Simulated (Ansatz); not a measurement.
A run of Ansatz (development build ahead of 0.2.0) on singlet H3F at this shape:

```yaml
atoms:
  - { symbol: F, position_ang: [0.0000, 0.0000, 0.0000] }
  - { symbol: H, position_ang: [1.5976, 0.0000, 0.5815] }
  - { symbol: H, position_ang: [-0.7988, 1.3836, 0.5815] }
  - { symbol: H, position_ang: [-0.7988, -1.3836, 0.5815] }
```

Its results:

```
Converged                       : yes
Total energy                    : -100.88354 hartree
Spin squared of the determinant : 1.705
Stability test                  : minimum
```

(1) Which input gives this output? Name the method, the orbitals and the basis set, and write the input.

Answers

(1) UHF in pcseg-2.

```yaml
crystal:
  periodic: [false, false, false]
  atoms:
    - { symbol: F, position_ang: [0.0, 0.0, 0.0] }
    - { symbol: H, position_ang: [1.5976, 0.0, 0.5815] }
    - { symbol: H, position_ang: [-0.7988, 1.3836, 0.5815] }
    - { symbol: H, position_ang: [-0.7988, -1.3836, 0.5815] }
basis:
  gaussian: { orbitals: pcseg-2 }
magnetization:
  spin_polarized: true
hamiltonian:
  xc: hf
```

Caution: the unrestricted determinant is a mixture of spin states.
